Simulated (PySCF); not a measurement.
chloromethane (CH3Cl), SMILES CCl. Atoms are numbered in the order given.

```xyz
5

C      0.0000     0.0000    -1.1338
Cl     0.0000     0.0000     0.6606
H      0.8925     0.5153    -1.4756
H      0.0000    -1.0306    -1.4756
H     -0.8925     0.5153    -1.4756
```
Charge 0, spin multiplicity 1.

Geometry optimised at B3LYP-D3(BJ)/def2-TZVP.

These are PBE/def2-TZVPD (PySCF) values and carry that method's errors.

Symmetry labels are those of the subgroup Cs that the program uses (full group C3v).

Computed valence orbital energies around the gap with their symmetry:
```json
[
 {"orbital": "HOMO−7", "symmetry": "A\"", "energy (eV)": "-189.91"},
 {"orbital": "HOMO−6", "symmetry": "A'", "energy (eV)": "-21.17"},
 {"orbital": "HOMO−5", "symmetry": "A'", "energy (eV)": "-16.76"},
 {"orbital": "HOMO−4", "symmetry": "A\"", "energy (eV)": "-11.02"},
 {"orbital": "HOMO−3", "symmetry": "A'", "energy (eV)": "-11.02"},
 {"orbital": "HOMO−2", "symmetry": "A'", "energy (eV)": "-10.27"},
 {"orbital": "HOMO−1", "symmetry": "A\"", "energy (eV)": "-7.09"},
 {"orbital": "HOMO", "symmetry": "A'", "energy (eV)": "-7.09"},
 {"orbital": "LUMO", "symmetry": "A'", "energy (eV)": "-0.79"},
 {"orbital": "LUMO+1", "symmetry": "A'", "energy (eV)": "-0.04"},
 {"orbital": "LUMO+2", "symmetry": "A'", "energy (eV)": "0.96"},
 {"orbital": "LUMO+3", "symmetry": "A\"", "energy (eV)": "0.96"}
]
```
